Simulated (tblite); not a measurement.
Q: Give a GFN2-xTB geometry of InChI=1S/C6H7/c1-2-6-3-5(6)4-6/h2-3,5H,1,4H2/t5-,6+/m1/s1. (Doublet state.)

A: 
```xyz
13
C6H7 angstrom
C     -2.1058    0.2405    0.0506
C     -1.0631   -0.5460    0.3391
C      0.2914   -0.0942    0.4035
C      1.5321   -0.7993    0.7576
C      1.5437   -0.2461   -0.5684
C      0.9410    1.0828   -0.2617
H     -1.9789    1.2813   -0.1933
H     -3.1124   -0.1375    0.0545
H     -1.2253   -1.5819    0.6126
H      1.6328   -1.8393    1.0118
H      1.6355   -0.7042   -1.5389
H      1.5097    1.7568    0.3664
H      0.3949    1.5873   -1.0515
```

Any rigid rotation of these coordinates is as good. Atoms count from 1 in this order. C1 (carbon bonded to C and 2 H) is planar (angles 121.7°, 121.5° and 116.8°, sum 360.0°, 0.00 Å off the plane of its three neighbours). C2 (carbon bonded to 2 C and H) is planar (angles 124.2°, 120.0° and 115.6°, sum 359.9°, 0.03 Å off the plane of its three neighbours). The 7 C–C bonds span 1.338 Å (C1=C2, drawn double) to 1.592 Å (C3–C5, drawn single), a spread of 0.254 Å. The 3-membered ring C3–C4–C5 has internal angles of 55.8° to 66.4°.

Bonds between heavy atoms (Å): C1=C2 1.338, C2–C3 1.429, C3–C4 1.470, C4–C5 1.437, C5–C6 1.491, C3–C5 1.592, C3–C6 1.500.

The geometry is computed with GFN2-xTB (gas phase). This method treats the open shell by occupation alone, without spin polarisation.

Point group: C1 (no symmetry element, even within 0.4 Å). Its GFN2-xTB frequencies are all real (lowest 133 cm⁻¹). Torsions: C1–C2–C3–C4 177°. 2 starts were optimised and ended at 0.00 and 7.22 kcal/mol (GFN2-xTB); the lowest of these is shown.

One conformer stands for the species.
